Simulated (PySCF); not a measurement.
A side-by-side comparison of computed properties.

First species: C6H3F3.
InChI=1S/C6H3F3/c7-4-1-2-5(8)6(9)3-4/h1-3H

Second species: hydroxylamine, H3NO.
SMILES: `NO`

Levels: PBE0/def2-SVPD for dipole moment, HOMO energy, LUMO energy, HOMO–LUMO gap, static isotropic polarisability and electronic spatial extent ⟨r²⟩ about the centre of nuclear charge; TDDFT PBE0/def2-SVPD for lowest singlet excitation; TDA PBE0/def2-SVPD for lowest triplet excitation (Tamm–Dancoff); ΔSCF PBE0/def2-SVPD for vertical ionisation energy; PBE0-D3(BJ)/def2-SVP for rotational constant A and rotational constant C. Geometries: PBE0-D3(BJ)/def2-SVP. Each structure is a single optimised conformer of the isolated species, non-relativistic unless stated; the electronic structure was computed with PySCF and density fitting.

Dipoles, sizes and rotational constants follow the conformer. The torsions of the flexible species, by atom-mapped SMILES:
- `[NH2:1][OH:2]`: H–N1–O2–H -125°

Values for the first species:

```
Dipole moment                                                     : 1.42 D
HOMO energy                                                       : -7.39 eV
LUMO energy                                                       : -1.01 eV
HOMO–LUMO gap                                                     : 6.38 eV
Lowest singlet excitation                                         : 5.28 eV
Lowest triplet excitation (Tamm–Dancoff)                          : 4.07 eV
Static isotropic polarisability                                   : 68.3 au
Vertical ionisation energy                                        : 9.39 eV
Electronic spatial extent ⟨r²⟩ about the centre of nuclear charge : 1108 bohr²
Rotational constant A                                             : 3.097 GHz
Rotational constant C                                             : 0.905 GHz
```

Problem. Estimate the same properties for the second species, and the change in each.

Solution. 
| property | first | second | second less first |
| --- | --- | --- | --- |
| dipole moment | 1.42 D | 0.59 D | -0.83 D |
| HOMO energy | -7.39 eV | -7.55 eV | -0.16 eV |
| LUMO energy | -1.01 eV | 0.85 eV | +1.86 eV |
| HOMO–LUMO gap | 6.38 eV | 8.40 eV | +2.02 eV |
| lowest singlet excitation | 5.28 eV | 6.79 eV | +1.51 eV |
| lowest triplet excitation (Tamm–Dancoff) | 4.07 eV | 6.39 eV | +2.32 eV |
| static isotropic polarisability | 68.3 au | 17.8 au | -50.5 au |
| vertical ionisation energy | 9.39 eV | 10.52 eV | +1.13 eV |
| electronic spatial extent ⟨r²⟩ about the centre of nuclear charge | 1108 bohr² | 73 bohr² | -1035 bohr² |
| rotational constant A | 3.097 GHz | 193.485 GHz | +190.388 GHz |
| rotational constant C | 0.905 GHz | 26.301 GHz | +25.396 GHz |

On the first: A dipole of 1.42 D is allowed in Cs, and pure rotational transitions are dipole-allowed. No computed singlet falls in the visible range (750 to 380 nm, 1.65 to 3.26 eV); S1 lies 2.02 eV above its blue end.

On the second: In atomic units the dipole is 0.23 e·bohr (1 au = 2.5417 D).
